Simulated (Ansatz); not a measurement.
Species: H3Si, SMILES `[SiH3]` (charge 0, multiplicity 2).

Task: Give a relaxed geometry from Ansatz (a first-principles code) with PBE-D3(BJ)/def2-TZVP.

Result: the end point of this relaxation (outside a Z-matrix the atoms follow the SMILES, hydrogens last).
Z-matrix (Å, degrees):
```
Si
H 1 1.4954
H 1 1.4954 2 111.23
H 1 1.4954 2 111.23 3 -124.60
```
